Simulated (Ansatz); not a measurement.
**BH2O (SMILES [BH]O) at UHF/cc-pVTZ**

Aim: the vertical ionisation energy of BH2O at UHF/cc-pVTZ, from 2 runs. 

Program for the calculation: Ansatz 0.2.0.

50 further runs of the same task are left out: 50 set aside as unsound or not needed.

## 1. The system as given

BH2O has 4 atoms, charge 0, and is taken as a doublet. SMILES: `[BH]O`. The shape is that of a PBE0-D4/def2-TZVP optimisation.

Bond lengths: B1–O2 1.333 Å, B1–H3 1.201 Å, O2–H4 0.961 Å. Angles: B1–O2–H4 114.6°, O2–B1–H3 121.0°.

## 2. A single-point energy at UHF/cc-pVTZ

run.yaml

```yaml
crystal:
  periodic: [false, false, false]
  atoms:
    - {symbol: B, position_ang: [-0.006100, -0.485500, 0.388300]}
    - {symbol: O, position_ang: [0.119700, 0.544500, -0.448600]}
    - {symbol: H, position_ang: [-1.064200, -1.032400, 0.540300]}
    - {symbol: H, position_ang: [1.006100, 0.913200, -0.500300]}
basis:
  gaussian:
    orbitals: cc-pVTZ
total_charge: 0
magnetization:
  spin_polarized: true
  initial_magnetization: 1
hamiltonian:
  xc: hf
accuracy: high
output: {orbitals: {seedname: orbitals}}
```

Command:

```console
$ ansatz run run.yaml --threads 1 --pin off --max-ram 3480MiB --events-out events.jsonl --progress --plain --runs-dir runs
```

The log of the run:

```text
Warning: RAYON_NUM_THREADS=1 ignored (pool sized by the plan → 1); use --threads N
Functional definition: HF
  name "HF"
  exchange = exact_x
  correlation = 0
1459 factors; integrals over basis functions are off by at most 3.0e-9 eV
mean field evaluation 1: about -2738.7233 eV, gradient 2.2e1 eV
mean field evaluation 2: about -2738.7256 eV, gradient 2.2e1 eV
mean field evaluation 4: about -2740.8829 eV, gradient 2.5e0 eV
mean field evaluation 8: about -2740.9881 eV, gradient 1.9e-1 eV
mean field -2740.98886962 eV, -100.7294830495 hartree, gradient 2.0e-8 eV, S^2 0.753751; 0 other end points of the search recorded, 0 dependent functions left out
reference -2740.98886962 eV, -100.7294830495 hartree; 8, 7 occupied and 80, 81 virtual orbitals, 1459 factors
Total energy: -2740.98886962 eV, -100.7294830495 hartree
```

Wall time 1.6 s (1 thread of Arm Neoverse V1, shared host); peak memory 0.17 GiB.

## 3. The singlet cation, same level

Edit run.yaml of step 2 so:

```diff
@@ -8,10 +8,5 @@
 basis:
-  gaussian:
-    orbitals: cc-pVTZ
-total_charge: 0
-magnetization:
-  spin_polarized: true
-  initial_magnetization: 1
-hamiltonian:
-  xc: hf
+  gaussian: {orbitals: cc-pVTZ}
+total_charge: 1
+hamiltonian: {xc: hf}
 accuracy: high
```

Command:

```console
$ ansatz run run.yaml --threads 1 --pin off --max-ram 3480MiB --events-out events.jsonl --progress --plain --runs-dir runs
```

The log of the run:

```text
Warning: RAYON_NUM_THREADS=1 ignored (pool sized by the plan → 1); use --threads N
Functional definition: HF
  name "HF"
  exchange = exact_x
  correlation = 0
1459 factors; integrals over basis functions are off by at most 3.0e-9 eV
mean field evaluation 1: about -2724.8836 eV, gradient 6.9e1 eV
mean field evaluation 2: about -2724.8831 eV, gradient 6.9e1 eV
mean field evaluation 4: about -2732.7311 eV, gradient 4.1e0 eV
mean field evaluation 8: about -2732.7864 eV, gradient 5.5e-4 eV
mean field -2732.78635930 eV, -100.4280463552 hartree, gradient 2.4e-8 eV, S^2 0.000000; 0 other end points of the search recorded, 0 dependent functions left out
reference -2732.78635930 eV, -100.4280463552 hartree; 7, 7 occupied and 81, 81 virtual orbitals, 1459 factors
Total energy: -2732.78635930 eV, -100.4280463552 hartree
```

It took 1.3 s on 1 thread of Arm Neoverse V1, shared host; peak memory 0.15 GiB.

## 4. What came out

At UHF/cc-pVTZ:

```
                                          quantity          value
                        doublet BH2O: total energy  -100.72948 Eh
  doublet BH2O: HOMO energy (highest over α and β)       -9.10 eV
   doublet BH2O: LUMO energy (lowest over α and β)        2.77 eV
                                doublet BH2O: ⟨S²⟩          0.754
                      singlet cation: total energy  -100.42805 Eh
                       singlet cation: HOMO energy      -23.34 eV
                       singlet cation: LUMO energy       -7.29 eV
                     singlet cation: HOMO–LUMO gap       16.05 eV
vertical ionisation energy (to the singlet cation)       8.203 eV
```

**Reading.** The vertical ionisation energy comes to 8.20 eV (189 kcal/mol). Only the singlet of the ionised species was computed; a triplet could lie lower.
